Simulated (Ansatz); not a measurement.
# CH3OS: the cost of one run

All numbers below are computed with Ansatz 0.2.0 (RKS PBE-D4/def2-SVP).

1 further run of the same task is left out (it didn't finish).

**1. Starting point**

Bond lengths: O1–C2 1.470 Å, C2–S3 1.850 Å, O1–H4 0.963 Å, C2–H5 1.115 Å, S3–H6 1.349 Å. Angles: O1–C2–S3 108.8°, O1–C2–H5 102.2°, S3–C2–H5 101.4°, C2–O1–H4 104.6°, C2–S3–H6 95.2°.

Coordinates:

```xyz
6

O    -1.1416   -0.5464   -0.5377
C    -0.2503    0.5759   -0.2101
S     1.4368   -0.0890    0.1575
H    -1.2757   -1.0024    0.3003
H    -0.0894    1.0479   -1.2070
H     1.3203    0.0140    1.4970
```

**2. Relaxing end A**

Input file input.yaml:

```yaml
crystal:
  periodic: [false, false, false]
  atoms:
    - { symbol: O, position_ang: [-1.14162, -0.54638, -0.53772] }
    - { symbol: C, position_ang: [-0.25029, 0.57587, -0.21008] }
    - { symbol: S, position_ang: [1.43681, -0.08902, 0.1575] }
    - { symbol: H, position_ang: [-1.27575, -1.00235, 0.30025] }
    - { symbol: H, position_ang: [-0.0894, 1.04787, -1.20698] }
    - { symbol: H, position_ang: [1.32026, 0.01401, 1.49703] }
total_charge: -1
basis:
  gaussian: { orbitals: def2-SVP }
hamiltonian:
  xc: pbe
  dispersion: d4
relax:
  f_tol: 0.015
  max_steps: 40
```

On the command line:

```
ansatz run input.yaml --threads 1 --pin off --max-ram 2048MiB --backend cpu --events-out ev --progress --plain --runs-dir out
```

What time and memory should one allow on 1 thread of Intel Xeon 6975P-C (Granite Rapids), shared host?

About 6.3 s, with a peak of 0.14 GiB.
